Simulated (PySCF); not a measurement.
Mayer bond orders and bond lengths

C4H11P2 (charge +1).
SMILES with atom numbers: `[CH2:1]=[CH:2][CH2:3][P@H+:4]([CH3:5])[PH2:6]` (hydrogens: H7, H8 on C1; H9 on C2; H10, H11 on C3; H12 on P4; H13, H14, H15 on C5; H16, H17 on P6)

Cartesian coordinates in Å at the PBE0-D3(BJ)/def2-SVP level; atoms count from 1:
```
atom  x, y, z in Å
C1    -2.6830   -0.0273    0.2986
C2    -1.6817    0.8230    0.0643
C3    -0.3960    0.8301    0.8352
P4     0.9642    0.1397   -0.1651
C5     0.6107   -1.5702   -0.6012
P6     2.8494    0.2400    0.9610
H7    -2.6341   -0.7815    1.0913
H8    -3.6068    0.0207   -0.2829
H9    -1.7809    1.5788   -0.7234
H10   -0.0942    1.8476    1.1368
H11   -0.4496    0.2135    1.7483
H12    1.0149    0.8851   -1.3666
H13    1.3611   -1.9432   -1.3133
H14   -0.3896   -1.6186   -1.0577
H15    0.6298   -2.1852    0.3108
H16    2.9207    1.6574    0.8043
H17    3.6203   -0.0389   -0.2082
```

Bond orders from the PBE0/pcSseg-1 density (PySCF). One conformer (not necessarily the lowest) at the PBE0-D3(BJ)/def2-SVP geometry, without solvent, vibrations or thermal averaging.

Task: How far do the computed orders between heavy atoms stray from the drawn ones?

Result: The largest departure is 0.055, at C3–P4 (drawn single, 0.945).

Task: Set the Mayer orders of the bonds between heavy atoms beside their lengths.

Result: 
```tsv
bond	drawn as	length (Å)	Mayer order
C1–C2	double	1.334	1.952
C2–C3	single	1.499	1.007
C3–P4	single	1.824	0.945
P4–C5	single	1.800	1.015
P4–P6	single	2.198	1.008
```

By pair of heavy elements: C–C: lowest C2–C3 (1.007, 1.499 Å), highest C1–C2 (1.952, 1.334 Å). C–P: lowest C3–P4 (0.945, 1.824 Å), highest P4–C5 (1.015, 1.800 Å).

Task: And the bonds to hydrogen?

Result: C–H: 0.91 to 0.95 (8 bonds); H–P: 0.88 to 0.91 (3 bonds).

Task: Sum the orders of all bonds at each heavy atom with more than one neighbour and set the sums beside the valence in the SMILES.

Result: C1 3.849 (drawn 4), C2 3.904 (drawn 4), C3 3.779 (drawn 4), P4 3.843 (drawn 4), C5 3.783 (drawn 4), P6 2.825 (drawn 3). Orders between atoms that aren't bonded are not in these sums.

The Mayer order sums products of elements of PS (density times overlap matrix) between the two atoms' basis functions, so it depends on the basis set.
